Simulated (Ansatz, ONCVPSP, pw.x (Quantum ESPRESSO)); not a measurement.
# What a changed setting does to a pw.x run (bcc Mo)

Potential: optimised norm-conserving Vanderbilt (ONCV), ONCVPSP 4.0.1, LDA (Perdew-Wang 92); core [Ar] 3d10, reference 4s2 4p6 4d6; waves: 4s: rc 1.85 bohr, ncon 4, nbas 9, qcut 3.3 1/bohr, 2 projectors, debl 3.9 Ha; 4p: rc 1.85 bohr, ncon 4, nbas 8, qcut 8.1 1/bohr, 2 projectors, debl 2.6 Ha; 4d: rc 2.15 bohr, ncon 4, nbas 8, qcut 6.5 1/bohr, 2 projectors, debl 3.4 Ha; local part: polynomial inside 1.70 bohr (lpopt 5, dvloc0 3 Ha); core correction: Teter function, fcfact 5, rcfact 1.4.

The reference run (k-mesh 15³, cutoffs 70/280 Ry, Fermi–Dirac 0.01 Ry, mixing_beta 0.4, conv_thr 1e-9, no spin) gives 2.38 GPa at 15.067 Å³/atom, where all-electron LAPW gives 0.24 GPa. This run, with its own iteration cap, changes nbnd to 19.

```
&control
  calculation='scf', prefix='x', pseudo_dir='./', outdir='./tmp', tstress=.true., disk_io='none'
/
&system
  ibrav=0, nat=1, ntyp=1, ecutwfc=70, ecutrho=280, nbnd=19,
  occupations='smearing', smearing='fd', degauss=0.01
/
&electrons
  conv_thr=1e-09, mixing_beta=0.4, electron_maxstep=50
/
ATOMIC_SPECIES
Mo 1.0 Mo.UPF
CELL_PARAMETERS angstrom
  -1.55592598 1.55592598 1.55592598
  1.55592598 -1.55592598 1.55592598
  1.55592598 1.55592598 -1.55592598
ATOMIC_POSITIONS crystal
Mo 0.0000 0.0000 0.0000
K_POINTS automatic
15 15 15 0 0 0
```

```bash
pw.x < Mo.scf.in > Mo.scf.out
```

Problem. How does the run end?

Solution. It converges in 8 iterations; the free energy moves by +0.0 meV/atom and the pressure by -0.01 GPa. The result is that of the reference run.

```
Message from routine setup:
     using ibrav=0 with symmetry is DISCOURAGED, use correct ibrav instead
     lattice parameter (alat)  =       5.0927  a.u.
     unit-cell volume          =     101.6772 (a.u.)^3
     number of electrons       =        14.00
     number of Kohn-Sham states=           19
     kinetic-energy cutoff     =      70.0000  Ry
     charge density cutoff     =     280.0000  Ry
     scf convergence threshold =      1.0E-09
     Exchange-correlation= SLA  PW   NOGX NOGC
     number of k points=   120  Fermi-Dirac smearing, width (Ry)=  0.0100
     iteration #  1     ecut=    70.00 Ry     beta= 0.40
     total energy              =    -146.86710858 Ry
     estimated scf accuracy    <       0.19331853 Ry
     iteration #  2     ecut=    70.00 Ry     beta= 0.40
     total energy              =    -146.87411487 Ry
     estimated scf accuracy    <       0.02169223 Ry
     iteration #  3     ecut=    70.00 Ry     beta= 0.40
     total energy              =    -146.87594165 Ry
     estimated scf accuracy    <       0.00145473 Ry
     [... 2 iterations left out ...]
     iteration #  6     ecut=    70.00 Ry     beta= 0.40
     total energy              =    -146.87606182 Ry
     estimated scf accuracy    <       0.00000003 Ry
     iteration #  7     ecut=    70.00 Ry     beta= 0.40
     total energy              =    -146.87606182 Ry
     estimated scf accuracy    <       0.00000001 Ry
     iteration #  8     ecut=    70.00 Ry     beta= 0.40
     the Fermi energy is    21.8622 ev
!    total energy              =    -146.87606182 Ry
     estimated scf accuracy    <          8.4E-10 Ry
     smearing contrib. (-TS)   =      -0.00302417 Ry
     The total energy is F=E-TS. E is the sum of the following terms:
     one-electron contribution =     -16.56108360 Ry
     hartree contribution      =      17.92340813 Ry
     xc contribution           =     -26.93888388 Ry
     ewald contribution        =    -121.29647829 Ry
     convergence has been achieved in   8 iterations
          total   stress  (Ry/bohr**3)                   (kbar)     P=       23.72
     Message from routine punch:
     Nothing written, as per user request (disk_io='none')
```

The run took about 32 s on one core of a shared host (Intel(R) Xeon(R) Platinum 8259CL CPU @ 2.50GHz, 96 threads, 755 GiB, load 43).
